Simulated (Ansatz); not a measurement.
Basis-set extrapolation for `C=COCOC` (PBE0-D4/def2-TZVP geometry, frozen core, Ansatz 0.2.0). Multiplicity 1, RHF reference.

```tsv
	def2-TZVPP	def2-QZVPP
HF	-305.932739	-305.947037
MP2 correlation	-1.138673	-1.219379
CCSD(T) correlation	-1.228315	not run
```

Energies in hartree. Use E(X) = E(∞) + A·exp(−7.88·√X) for Hartree–Fock and E(X) = E(∞) + B·X^(−2.97) for correlation, with X = 3 and 4, and add CCSD(T) minus MP2 of the smaller set to the MP2 limit.

**Question.** What is the CCSD(T) energy at the basis-set limit?

**Answer.** HF limit: -305.947037 + (-0.014298) × 0.13774 = -305.94901. MP2 limit: -1.219379 + (-0.080706) × 0.74074 = -1.27916. Higher-order term: -1.228315 − (-1.138673) = -0.08964. Total: -307.31781 hartree, 98.4 kcal/mol below CCSD(T)/def2-TZVPP.
